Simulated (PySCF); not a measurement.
# Cl2Si: the cost of one run

Program: PySCF 2.14.0. Level of theory: levels as typed in each script, gas phase, geometry from GFN2-xTB. These are calculated values, not measurements.

## 1. Where the work starts

SMILES `Cl[Si]Cl`, 3 atoms, charge 0, spin multiplicity 1.

Bond lengths: Cl1–Si2 2.052 Å, Si2–Cl3 2.052 Å. Angles: Cl1–Si2–Cl3 101.1°.

As a file:

```csv
atom,x (Å),y (Å),z (Å)
Cl1,1.5844,-0.3804,0.0000
Si2,0.0001,0.9237,0.0000
Cl3,-1.5844,-0.3803,0.0000
```

## 2. Localised orbitals (HF/6-311+g**)

Input file input.py:

```python
import numpy as np
from pyscf import gto, scf, dft, lo
from pyscf.data.elements import chemcore

def solve(mol, dm0=None, hcore=None):
    mf = scf.UHF(mol) if mol.spin else scf.RHF(mol)
    mf = mf.density_fit(auxbasis='def2-universal-jkfit')
    mf.conv_tol, mf.max_cycle = 1e-8, 80
    if hcore is not None:
        mf.get_hcore = lambda *args: hcore
    mf.kernel(dm0)
    if not mf.converged:
        mf = mf.newton().run(mf.mo_coeff, mf.mo_occ, max_cycle=30)
    assert mf.converged, 'SCF not converged'
    return mf

mol = gto.M(atom='''
Cl     1.58440    -0.38037     0.00000
Si     0.00005     0.92372     0.00000
Cl    -1.58445    -0.38034     0.00000
''', basis='6-311+g**', charge=0, spin=0, verbose=4)
mf = solve(mol)
occ_all = mf.mo_coeff[:, mf.mo_occ > 0]
occ = occ_all[:, chemcore(mol):]
loc = lo.ibo.ibo(mol, occ, iaos=lo.iao.iao(mol, occ_all))
fock, s = mf.get_fock(), mf.get_ovlp()
ortho = lo.orth_ao(mol, 'meta_lowdin')
ortho = lo.vec_lowdin(lo.iao.iao(mol, occ_all), s)
labels = lo.iao.reference_mol(mol).ao_labels(fmt=None)
vir = lo.vvo.livvo(mol, occ_all, mf.mo_coeff[:, mf.mo_occ == 0])
both = np.hstack([loc, vir])
p = (ortho.T @ s @ both) ** 2
pop = np.array([p[[l[0] == a for l in labels]].sum(0) for a in range(mol.natm)])
spd = np.array([[p[[l[0] == a and l[2][-1] == k for l in labels]].sum(0) for k in 'spd'] for a in range(mol.natm)])
eps = np.einsum('pi,pq,qi->i', both, fock, both)
for i in np.argsort(eps):
    top = np.argsort(-pop[:, i])[:3]
    print('%3d %s %9.4f Eh ' % (i + 1, 'occ' if i < loc.shape[1] else 'vir', eps[i]), '  '.join('%s%d %.3f' % (mol.atom_symbol(a), a + 1, pop[a, i]) for a in top))
np.savez('result.npz', c=both, nocc=loc.shape[1], pop=pop, spd=spd, eps=eps, e=mf.e_tot)
```

Started as:

```
> OMP_NUM_THREADS=1 python input.py
```

**Question.** How long does this run take on 1 thread of Intel Xeon Platinum 8259CL at 2.50GHz (Skylake/Cascade Lake), shared host, and how much memory does it need?

About 1.7 s, with a peak of 0.18 GiB.
